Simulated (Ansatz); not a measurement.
Reaction (SMILES): C=[C]Cl → C=[C-]Cl (an electron is taken up)
B3LYP-D3(BJ)/def2-TZVP geometries, fixed; electronic energies without zero-point terms; positive where energy is released.

Basis-set convergence of the adiabatic electron affinity at PBE with Ansatz (a program for electronic structure). Cartesian d functions, on some or all atoms, in 6-31G*, 6-31G**, 6-31+G*, 6-311G**, 6-311+G**; all else is spherical. The program fits the integrals of some runs and decomposes those of others, by size. Open shells are unrestricted. No added dispersion term, no relativity. Functions are those of the species that has most. Reference: the value in aug-pcseg-3, 1.549 eV, itself unsure by roughly 0.006 eV (its mean distance from aug-cc-pV(Q+d)Z, def2-QZVPPD). Deviations are taken from unrounded values.

```tsv
basis	functions	adiabatic electron affinity (eV)	minus reference (eV)
STO-3G	21	-1.614	-3.163
3-21G	35	1.432	-0.117
6-31G	35	1.356	-0.193
6-31G*	53	0.988	-0.561
6-31G**	59	0.989	-0.560
6-31+G*	65	1.635	0.086
6-311G**	75	1.419	-0.130
6-311+G**	87	1.646	0.097
6-311++G(2d,2p)	109	1.621	0.072
6-311++G(3df,3pd)	161	1.546	-0.003
```

Of the sets listed that have larger relatives (same family, alike in diffuse functions), none stays within 0.05 eV of the reference together with them. Inside, with no larger relative to test it: 6-311++G(3df,3pd).
